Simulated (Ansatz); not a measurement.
Task: Predict a relaxed structure of Si(vinyl)H3 (C2H6Si), charge 0, singlet, at PBE0-D4/def2-TZVP (Ansatz).

Result: 
```csv
atom,x (Å),y (Å),z (Å)
C1,-0.3750,-0.2672,0.5668
C2,0.5814,0.0662,1.4290
Si3,-0.2575,0.0651,-1.2588
H4,-1.2668,-0.7578,0.9545
H5,1.4953,0.5576,1.1068
H6,0.4970,-0.1352,2.4934
H7,1.0389,0.7342,-1.5462
H8,-1.3736,0.9396,-1.7111
H9,-0.3397,-1.2025,-2.0344
```
Point group Cs (tolerance 0.1 Å). This is one stationary point.
